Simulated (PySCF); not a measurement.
Acryloyl chloride, C3H3ClO.
SMILES: `C=CC(=O)Cl`

Theory: TDDFT PBE0/def2-SVPD, vertical, gas phase, core orbitals frozen in the response (PySCF 2.14.0, density-fitted response routines). Isolated species at its GFN2-xTB geometry (one conformer only). Torsions of this conformer, `[CH2:1]=[CH:2][C:3](=[O:4])[Cl:5]`: C1–C2–C3–O4 0°.

Question: List the vertical singlet excitations with oscillator strengths and describe the spectrum.

Answer: 

```csv
state,E (eV),λ (nm),ν̃ (cm⁻¹),f,|μ| (D),symmetry,"main configurations (H = HOMO, L = LUMO)"
S1,4.34,285.5,35030,0.0000,0.04,–,H→L (96%)
S2,5.47,226.5,44160,0.0005,0.16,–,H-2→L (97%)
S3,5.93,209.2,47790,0.077,1.85,A′,H-3→L (90%)
S4,6.08,203.8,49060,0.298,3.59,A′,H-1→L (91%)
S5,7.27,170.5,58660,0.0001,0.06,–,H-4→L (97%)
S6,7.98,155.5,64330,0.0003,0.10,–,H→L+3 (87%)
S7,8.02,154.7,64650,0.077,1.59,A′,"H→L+1 (64%), H-2→L+1 (22%)"
S8,8.17,151.7,65930,0.0049,0.40,A″,H-1→L+1 (93%)
```

Triplets (Tamm–Dancoff): T1 3.60 eV, H-1→L (94%); T2 3.92 eV, H→L (92%); T3 5.03 eV, H-3→L (90%).

The lowest singlet comes at 285 nm (419 kJ/mol) in the ultraviolet; it is dark (f under 0.0005); its leading configuration is HOMO→LUMO (96%). The strongest level in the table is S4 at 6.08 eV (204 nm, f = 0.298). Löwdin shares by element: HOMO oxygen 55%, chlorine 30%, carbon 12% or more; LUMO carbon 66%, oxygen 18% (atoms not listed hold the other 16%). Orbital energies (eV): HOMO-3 -9.45, HOMO-2 -9.41, HOMO-1 -9.01, HOMO -8.69, LUMO -2.49, LUMO+1 0.55, LUMO+2 0.76. The oscillator strengths of these states sum to 0.458; summed over the whole spectrum of an exact calculation they would give the number of electrons, 46 (Thomas–Reiche–Kuhn). Of the 8 states listed, 3 reach f = 0.01 and 3 stay under 0.0005. No computed singlet lies in the visible range (380 to 750 nm); the lowest, at 285 nm, stands 1.08 eV above its violet end (3.26 eV). Symmetry labels in Cs follow from the direction of the transition dipole and are given only for states with f of 0.002 or more. Singlets were solved by full linear response, triplets in the Tamm–Dancoff approximation.
